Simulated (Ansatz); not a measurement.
System: grey tin (α-Sn). Method: LC-ωPBE in Ansatz (plane waves, PAW).

Settings: plane-wave cutoff 460 eV, 8×8×8 k mesh, Fermi–Dirac smearing 0.01 eV, scalar-relativistic PAW data made under PBE.

Response to compression and expansion:

```csv
V (Å³/atom),P (GPa),direct gap at Γ (eV)
31.144,3.31,4.744
31.835,1.69,4.510
32.652,0.00,4.237
33.468,-1.47,3.967
34.284,-2.76,3.700
```

A straight line through the gaps at Γ against ln V gives a volume deformation potential dE_g(Γ)/d ln V of -10.9 eV: the gap at Γ widens under compression.

Measured, for comparison: band gap 0 eV (temperature not stated, no zero-point or thermal correction; as tabulated in Das et al. (2018), arXiv:1807.05623).

Spin–orbit coupling is not included.

Ansatz is a program for electronic structure.
